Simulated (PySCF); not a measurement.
# C2H4N2 (2,3-diazabutadiene): the cost of one run

Programs: PySCF 2.14.0, with routines of our own; each step states its level. All values are computed. Atoms count from 0.

1 further run of the same task is left out (for a known fault of the program).

## 1. The starting structure

8 atoms, charge 0, multiplicity 1; geometry from: GFN2-xTB.

## 2. Magnetic properties: GIAO CAM-B3LYP/aug-pcSseg-1

The job: settings as JSON, then the geometry in Å.

```
{"job": {"kind": "mag", "xc": "CAM-B3LYP", "basis": "aug-pcSseg-1", "isotopologues": 4}, "charge": 0, "multiplicity": 1}
C      1.644399    -0.112014     0.383508
N      0.600400     0.551558     0.140396
N     -0.561747     0.202029    -0.228013
C     -1.643767     0.078626     0.407512
H      2.562472     0.434837     0.515852
H      1.672176    -1.195964     0.463855
H     -1.720340     0.115596     1.491397
H     -2.544536    -0.065255    -0.164236
```

With the program's defaults for keys left out, this is: GIAO CAM-B3LYP/aug-pcSseg-1 magnetisability, rotational g tensor and spin-rotation constants, non-relativistic, gas phase.

The run is started by

```console
$ OMP_NUM_THREADS=1 python excited_run.py task.json out
```

One launch serves the whole session: the jobs run in the order shown.

Q: Estimate the wall time and peak memory of this first job on 1 thread of Arm Neoverse V1, shared host.

About 10 s, with a peak of 0.54 GiB.
